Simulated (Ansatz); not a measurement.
Computed with Ansatz on PBE0-D4/def2-TZVP structures; ΔE is electronic, products minus reactants. CCSD(T)/CBS is the MP2 limit (def2-TZVPP, def2-QZVPP) plus CCSD(T) − MP2 in def2-TZVPP, frozen cores. This one scheme is used for every species, atoms too. DFT in def2-TZVPP. B3LYP here is the variant with VWN-RPA as its local correlation; programs differ in this. HSE06 is defined as in plane-wave codes. Open shells (•) are unrestricted, without spin–orbit coupling. Spin–orbit coupling would lower the free atoms: a little for C, F.

Consider the atomization: `CC(C)F` → 3 C• + F• + 7 H•.

```csv
level,ΔE (kJ/mol),difference from CCSD(T)/CBS
PBE-D4,4343.7,77.6
B97M-V,4270.1,4.0
B3LYP-D4,4267.5,1.4
r2SCAN0-D4,4226.8,-39.3
HSE06-D4,4286.6,20.5
ωB97X-V,4270.5,4.4
revPBE,4191.2,-74.9
PBE0,4271.6,5.5
r2SCANh,4250.8,-15.3
CAM-B3LYP,4279.8,13.7
LC-ωPBE,4266.4,0.3
HF/def2-SVP,3263.1,-1003.0
HF/def2-TZVPP,3216.8,-1049.3
MP2/def2-TZVPP,4220.7,-45.4
HF/def2-QZVPP,3220.3,-1045.8
MP2/CBS(def2),4311.3,45.2
CCSD(T)/CBS,4266.1,0
```

Largest T1 diagnostic among the species: 0.010.

From r2SCAN to r2SCAN0 (25 % exact exchange), in def2-TZVPP and without D4, ΔE moves by −47.8 kJ/mol: exact exchange takes away binding that semilocal exchange gives to molecules. Leaving LDA and LC-ωPBE aside and taking each functional with its dispersion term where it has one, the values, not all of them listed here, spread over 181.1 kJ/mol, from BHLYP-D4 to PBE-D4. LDA lies +524.4 kJ/mol from PBE without D4, its usual overbinding.

For atomizations the MP2-based limit and the directly extrapolated one differ by several kJ/mol either way, and by 10 to 25 for some Ge, Se and Sn compounds, so smaller differences from it don't rank the levels.
